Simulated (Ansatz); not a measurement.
# MgSiH3 radical (SMILES [MgH][SiH2]): functionals against CCSD(T) at one geometry

The atoms stand at a structure displaced at random from a GFN2-xTB minimum. How far do the functionals agree with CCSD(T) there?

The runs use Ansatz 0.2.0, Gaussian basis; single points in def2-TZVPP.

Correlated methods freeze the cores. The outer core shell of Li, Na, Mg and K is correlated. Orbitals are unrestricted. B3LYP uses VWN-RPA correlation.

### Step 1. Where the work starts

SMILES `[MgH][SiH2]`, 5 atoms, charge 0, spin multiplicity 2.

Atoms are counted from 1 here; the program's logs count them from 0.

Bond lengths: Mg1–Si2 2.497 Å, Mg1–H3 1.682 Å, Si2–H4 1.390 Å, Si2–H5 1.474 Å. Angles: Si2–Mg1–H3 149.0°, Mg1–Si2–H4 117.9°, Mg1–Si2–H5 99.9°, H4–Si2–H5 93.6°.

As a file:

```csv
atom,x (Å),y (Å),z (Å)
Mg1,0.2563,-0.9803,1.0693
Si2,-0.6897,0.9677,-0.1746
H3,1.2953,-2.3025,1.1040
H4,-1.1594,0.7508,-1.4643
H5,0.5570,1.6044,-0.6350
```

### Step 2. CCSD(T)/def2-TZVPP

run/in.yaml reads:

```yaml
crystal:
  periodic: [false, false, false]
  atoms:
    - {symbol: Mg, position_ang: [0.256300, -0.980300, 1.069300]}
    - {symbol: Si, position_ang: [-0.689700, 0.967700, -0.174600]}
    - {symbol: H, position_ang: [1.295300, -2.302500, 1.104000]}
    - {symbol: H, position_ang: [-1.159400, 0.750800, -1.464300]}
    - {symbol: H, position_ang: [0.557000, 1.604400, -0.635000]}
basis:
  gaussian: {orbitals: def2-TZVPP}
magnetization: {spin_polarized: true, initial_magnetization: 1}
correlation: {method: ccsd_t}
scf: {omitted_lower_state_checks: [cluster_reference]}
output: {forces: true}
```

No record of the launch command was kept for these runs.

### Step 3. PBE0-D4/def2-TZVPP

run/in.yaml, as its differences from that of step 2:

```diff
@@ -11,4 +11,3 @@
 magnetization: {spin_polarized: true, initial_magnetization: 1}
-correlation: {method: ccsd_t}
-scf: {omitted_lower_state_checks: [cluster_reference]}
-output: {forces: true}
+hamiltonian: {xc: pbe0, dispersion: d4}
+output: {forces: true, orbitals: {seedname: orbitals}}
```

### Step 4. wB97M-V/def2-TZVPP

run/in.yaml, as its differences from that of step 3:

```diff
@@ -11,3 +11,3 @@
 magnetization: {spin_polarized: true, initial_magnetization: 1}
-hamiltonian: {xc: pbe0, dispersion: d4}
-output: {forces: true, orbitals: {seedname: orbitals}}
+hamiltonian: {xc: {name: wB97M-V}}
+output: {forces: true}
```

### Step 5. r2SCAN-D4/def2-TZVPP

run/in.yaml, as its differences from that of step 4:

```diff
@@ -11,3 +11,3 @@
 magnetization: {spin_polarized: true, initial_magnetization: 1}
-hamiltonian: {xc: {name: wB97M-V}}
+hamiltonian: {xc: r2scan, dispersion: d4}
 output: {forces: true}
```

### Step 6. PBE-D4/def2-TZVPP

run/in.yaml, as its differences from that of step 5:

```diff
@@ -11,3 +11,3 @@
 magnetization: {spin_polarized: true, initial_magnetization: 1}
-hamiltonian: {xc: r2scan, dispersion: d4}
+hamiltonian: {xc: pbe, dispersion: d4}
 output: {forces: true}
```

### Step 7. B3LYP-D4/def2-TZVPP

run/in.yaml, as its differences from that of step 6:

```diff
@@ -11,3 +11,3 @@
 magnetization: {spin_polarized: true, initial_magnetization: 1}
-hamiltonian: {xc: pbe, dispersion: d4}
+hamiltonian: {xc: {name: B3LYP}, dispersion: d4}
 output: {forces: true}
```

### Step 8. SPW92/def2-TZVPP

run/in.yaml, as its differences from that of step 7:

```diff
@@ -11,3 +11,3 @@
 magnetization: {spin_polarized: true, initial_magnetization: 1}
-hamiltonian: {xc: {name: B3LYP}, dispersion: d4}
+hamiltonian: {xc: lda}
 output: {forces: true}
```

(Steps that only read results are left out.)

What does the calculation give? Wanted: energy less free atoms, CCSD(T)/def2-TZVPP; RMS force component; RMS force error; HOMO and LUMO, PBE0-D4; T1 diagnostic.

**Answer**, as computed:

| quantity | value |
| --- | --- |
| energy less free atoms, CCSD(T)/def2-TZVPP | -911.2 kJ/mol |
| RMS force component | 0.777 to 0.900 eV/Å over the methods |
| RMS force error | PBE0-D4 0.057, wB97M-V 0.045, r2SCAN-D4 0.056, PBE-D4 0.137, B3LYP-D4 0.024, SPW92 0.166 eV/Å |
| HOMO and LUMO, PBE0-D4 | -5.84 and -2.48 eV |
| T1 diagnostic | 0.014 |

Against CCSD(T) the functionals' energies less atoms differ by -122.6 to -15.0 kJ/mol, PBE-D4 by -15.9 kJ/mol. The reference is not at the basis limit: in triple zeta CCSD(T) underbinds, which counts against methods that bind more; the gaps are no ranking. The forces of B3LYP-D4 come nearest to CCSD(T), those of SPW92 are farthest. Frozen-core CCSD(T) forces in triple zeta carry basis errors of their own, and this is one geometry, so small gaps rank nothing.
